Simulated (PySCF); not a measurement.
We consider rock-salt NaF, described by PBE0 (PySCF, GTH pseudopotentials, Gaussian basis, DZ basis).

The same calculation (at the measured cell, 12.430 Å³/atom) with different numerical settings:

| run | k mesh | gap on the mesh (eV) | total energy (eV/atom) |
|---|---|---|---|
| 1 | 2×2×2 | 9.380 | -973.6459 |
| 2 | 3×3×3 | 9.348 | -973.6422 |
| 3 | 4×4×4 | 9.323 | -973.6306 |

In the column total energy (eV/atom) the first row differs from the last by -0.0153 and the next to last by -0.0116.

The last row is no converged limit: other settings stay fixed.
